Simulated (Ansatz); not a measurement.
Reaction (SMILES): O=C=C + 4 [H][H] (H2) → 2 C (CH4) + O (H2O)
B3LYP-D3(BJ)/def2-TZVP geometries, fixed; electronic energies without zero-point terms.
Largest species:
```xyz
5

C      0.0091     0.0017    -1.2056
C     -0.0008    -0.0001     0.1027
H      0.0282     0.9401    -1.7377
H     -0.0018    -0.9351    -1.7406
O     -0.0096    -0.0018     1.2620
```
Charge 0, spin multiplicity 1.

Basis-set convergence of the energy of full hydrogenation at wB97M-V with Ansatz (an electronic-structure program). Cartesian d functions, on some or all atoms, in 6-31G*, 6-31G**, 6-31+G*; all else is spherical. The program fits the integrals of some runs and decomposes those of others, by size. The functional holds VV10 correlation; no added dispersion term, no relativity. Functions are those of the species that has most. Reference: the value in aug-pcseg-3, -102.15 kcal/mol, itself unsure by roughly 0.15 kcal/mol (its mean distance from aug-cc-pVQZ, cc-pV5Z, def2-QZVPPD). Deviations are taken from unrounded values.

```csv
basis,functions,energy of full hydrogenation (kcal/mol),minus reference (kcal/mol)
STO-3G,17,-113.14,-10.99
6-31G,31,-107.10,-4.96
6-31G*,49,-96.79,5.36
def2-SVP,52,-102.79,-0.65
6-31G**,55,-100.77,1.38
6-31+G*,61,-102.71,-0.56
def2-SVPD,79,-112.87,-10.73
aug-cc-pVDZ,87,-111.13,-8.98
aug-pcseg-1,87,-106.37,-4.22
cc-pVTZ,118,-99.70,2.45
pcseg-2,118,-103.02,-0.87
def2-TZVPPD,148,-102.76,-0.61
aug-cc-pVTZ,184,-102.46,-0.31
cc-pVQZ,225,-100.87,1.28
def2-QZVPP,231,-101.63,0.52
def2-QZVPPD,258,-102.12,0.03
aug-cc-pVQZ,332,-102.16,-0.01
aug-pcseg-3,353,-102.15,0.00
```

The smallest set listed that lies within 2 kcal/mol of the reference with all its larger relatives (same family, alike in diffuse functions; a set with none counts only in the reference's own line) is pcseg-2 (118 functions, -0.87 kcal/mol off). Inside the window by cancellation, since a larger relative falls out: def2-SVP, 6-31G**, 6-31+G*. Inside, with no larger relative to test it: def2-QZVPP. (Relatives not listed, tested too: 6-311G** 4.13, 6-311+G** -0.68, 6-311++G(2d,2p) -2.07, def2-TZVP 3.51, def2-TZVPP 0.86, 6-311++G(3df,3pd) 0.13, def2-QZVP 0.52, pcseg-3 0.06, cc-pV5Z 0.39 kcal/mol.)
